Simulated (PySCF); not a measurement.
# C5H8S: core ionisation energies

C5H8S.
Cartesian coordinates in Å at the GFN2-xTB level; atoms count from 1:
```
atom  x, y, z in Å
C1     2.119    0.388    0.294
C2     0.862    0.080    0.059
C3    -0.129    0.493   -0.997
C4    -1.124   -0.515   -0.395
S5    -2.747    0.133    0.104
C6    -0.127   -0.836    0.732
H7     2.660   -0.039    1.122
H8     2.658    1.080   -0.331
H9     0.169    0.297   -2.026
H10   -0.448    1.533   -0.922
H11   -1.355   -1.359   -1.043
H12   -2.271    1.124    0.857
H13    0.173   -1.881    0.806
H14   -0.442   -0.498    1.720
```

Method used: delta-SCF UKS SCAN, pcX-2 on the ionised atom, pcseg-1 elsewhere, spin-free X2C in PySCF 2.14.0. These are vertical core ionisation energies against the vacuum level, from separate self-consistent calculations with and without the core hole.

Task: What binding energy does each computed site have?

Result: 
| atom(s) | bonded to | level | binding energy (eV) | above the level's lowest (eV) | count |
| --- | --- | --- | --- | --- | --- |
| C1 | C (double bond) and 2 H | C 1s | 289.86 | 0.00 | 1 |
| C2 | C (double bond) and 2 C | C 1s | 290.50 | +0.64 | 1 |
| C3/C6 | 2 C and 2 H | C 1s | 290.61 | +0.75 | 2 |
| C4 | S, 2 C and H | C 1s | 291.27 | +1.41 | 1 |
| S5 | C and H | S 1s | 2477.07 | 0.00 | 1 |

The listed C 1s values span 1.41 eV, from C1 (bonded to C (double bond) and 2 H) to C4 (bonded to S, 2 C and H). Summing the Pauling electronegativity differences to the bonded atoms, each weighted by its formal bond order, gives -0.70 for the lowest site and -0.32 for the highest; the largest sum, 0.00, belongs to C2, 0.77 eV below the top.

Task: What is the C 1s shift of C3/C6 against C2?

Result: 290.61 − 290.50 = +0.11 eV, or +11 kJ/mol.

Task: Which photon energy gives electrons from C 1s of C3/C6 a kinetic energy of 200 eV, and what is their de Broglie wavelength?

Result: hν = 290.61 + 200 = 490.61 eV, recoil neglected; λ = 12.264 Å/√(E/eV) = 0.87 Å.

The first atom of each set that the bonding makes equivalent was ionised and stands for the set. Not every level is listed. One conformer (not necessarily the lowest) at the GFN2-xTB geometry, without solvent, vibrations or thermal averaging.
